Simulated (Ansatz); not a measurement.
We consider 1T (CdI2-type) HfS₂, described by LDA (plane waves, PAW; Ansatz, a quantum-chemistry and plane-wave program).

Numerical settings: plane-wave cutoff 520 eV, 12×12×6 k mesh (along the axes of the cell as run), Fermi–Dirac smearing 0.01 eV, scalar-relativistic PAW data made under PBE.

Starting structure:

```
HfS2
1.0
    3.63000     0.00000     0.00000
   -1.81500     3.14367     0.00000
    0.00000     0.00000     5.85000
Hf S
1 2
Cartesian
  0.00000   0.00000   0.00000
  0.00000   2.09578   1.46250
  1.81500   1.04789   4.38750
```

Into what structure does the relaxation of cell and atoms lead at this level, with the symmetry of the start kept?

The volume decreases by 6.8 %; final space group P-3m1.
```
HfS2
1.0
    3.55594     0.00000     0.00000
   -1.77797     3.07953     0.00000
    0.00000     0.00000     5.68084
Hf S
1 2
Direct
  0.00000   0.00000   0.00000
  0.33333   0.66667   0.25456
  0.66667   0.33333   0.74544
```
